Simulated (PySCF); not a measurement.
Molecule: HC≡CCH2F, C3H3F.

Atoms are numbered as in `[CH:1]#[C:2][CH2:3][F:4]` (H(Xn): hydrogen on atom n).

Geometry PBE0-D3(BJ)/def2-SVP throughout; GIAO in PySCF 2.14.0 with density-fitted response routines, gas phase, one conformer, non-relativistic; equivalent atoms averaged; basis pcSseg-2.

(1) How do the shifts δ (against TMS, CFCl3 at the same level) depend on the functional? (ppm; last column core-seconds on shared hosts with different chips, so compare them loosely; the GGAs took longer than the global hybrids here, which isn't the general rule, and the cause wasn't traced)

(2) Which nucleus moves most, in ppm?

Answers

(1) 
```tsv
functional	kind	C1	C2	C3	F4	H(C3)	H(C1)	core-s
HF	Hartree–Fock	87.7	78.9	64.1	-195.8	4.57	2.98	6.1
LDA	LDA	89.5	90.6	77.8	-280.5	5.23	2.30	11
PBE	GGA	82.7	85.0	76.0	-265.8	5.15	2.31	16
BLYP	GGA	79.8	83.6	76.3	-261.3	5.18	2.33	14
BP86	GGA	82.2	84.3	75.8	-265.9	5.13	2.33	15
OPBE	GGA	80.6	82.2	74.3	-254.4	5.09	2.29	12
KT2	GGA	76.5	78.1	73.5	-266.6	5.14	2.58	21
KT3	GGA	74.0	76.3	73.1	-253.2	5.11	2.50	14
B97-D	GGA	77.8	80.6	74.7	-254.2	5.14	2.34	14
B3LYP	global hybrid	82.9	83.6	73.9	-244.9	5.00	2.42	9.2
PBE0	global hybrid	85.7	84.7	73.0	-244.3	4.92	2.43	11
mPW1PW91	global hybrid	85.4	84.3	73.1	-242.7	4.91	2.42	9.8
WP04	global hybrid	78.1	76.6	75.4	-229.6	4.83	2.27	9.6
B97-2	global hybrid	82.4	82.0	72.6	-240.2	4.93	2.41	9.6
BHandHLYP	global hybrid	85.8	82.6	70.3	-224.1	4.80	2.61	8.9
CAM-B3LYP	range-separated hybrid	86.6	85.4	73.6	-236.5	4.93	2.52	12
wB97X-D	range-separated hybrid	86.3	84.6	72.8	-236.2	4.83	2.48	12
LC-wPBE	range-separated hybrid	91.9	88.1	74.1	-228.0	4.79	2.49	15
```

(2) F4 (fluorine on an sp3 carbon): from -280.5 ppm with LDA to -195.8 ppm with HF. The smallest spread is 0.66 ppm, at H(C3). Proton shifts span only some 12 ppm, so a few tenths of a ppm matter as much there as several ppm in carbon.
